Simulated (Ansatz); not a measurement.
## Isomers of C2H6B

3 of its isomers, all doublets with charge 0: A = `[CH2]BC`; B = `C[B]C`; C = `[BH]CC`.

Shapes, held fixed at every level: PBE0-D4/def2-TZVP. Flexible molecules stand in one conformer, not always the lowest. Programs: Ansatz 0.2.0.

A:

```xyz
9

C    -0.8401    0.7433   -1.0235
B     0.1918    0.5408    0.0891
C     0.5250   -0.8601    0.6918
H    -1.4066   -0.0784   -1.4578
H    -1.0745    1.7149   -1.4506
H     0.7691    1.5066    0.5130
H    -0.0365   -1.6953    0.2675
H     1.5961   -1.0692    0.5764
H     0.3642   -0.8492    1.7771
```

B:

```xyz
9

C    -0.6493    0.9194   -0.8233
B     0.6041    0.3322   -0.1376
C     0.7514   -0.9275    0.7445
H    -1.3985    0.1663   -1.0999
H    -0.4405    1.5573   -1.6841
H    -1.1195    1.5710   -0.0704
H     0.0092   -1.7094    0.5379
H     1.7514   -1.3660    0.7378
H     0.5802   -0.5894    1.7780
```

C:

```xyz
9

B    -1.4153    0.5173   -0.6236
C     0.0775    0.3469   -0.3006
C     0.5047   -0.7315    0.6886
H    -1.9156    1.3072   -1.3703
H     0.5807    0.2110   -1.2732
H     0.4286    1.3412    0.0245
H     1.5883   -0.7462    0.8288
H     0.1973   -1.7210    0.3441
H     0.0422   -0.5710    1.6646
```

Electronic energies in kJ/mol, without zero-point or thermal terms.

| level | kind | B − A | C − A |
| --- | --- | --- | --- |
| HF/def2-SVP | Hartree–Fock | +47.0 | +102.9 |
| SPW92/def2-TZVPP | LDA | +7.8 | +80.3 |
| r2SCAN-D4/def2-TZVPP | meta-GGA | +24.7 | +95.9 |
| BHLYP-D4/def2-TZVPP | global hybrid | +40.1 | +103.3 |
| PBE0-D4/def2-TZVPP | global hybrid | +24.2 | +91.5 |
| wB97M-V/def2-TZVPP | range-separated hybrid | +36.4 | +101.2 |
| CCSD/def2-SVP | coupled cluster or CI | +34.1 | +90.9 |
| CCSD(T)/CBS estimate | coupled cluster or CI | +31.6 | +93.9 |

The highest level, CCSD(T)/CBS estimate, puts A lowest of these. All levels agree on that. The B − A difference spans +7.8 to +47.0 kJ/mol over the levels. Open shells run unrestricted unless RO is named. The CBS estimate extrapolates MP2 from def2-TZVPP and def2-QZVPP and adds CCSD(T) − MP2 in the triple-zeta set, cores frozen.
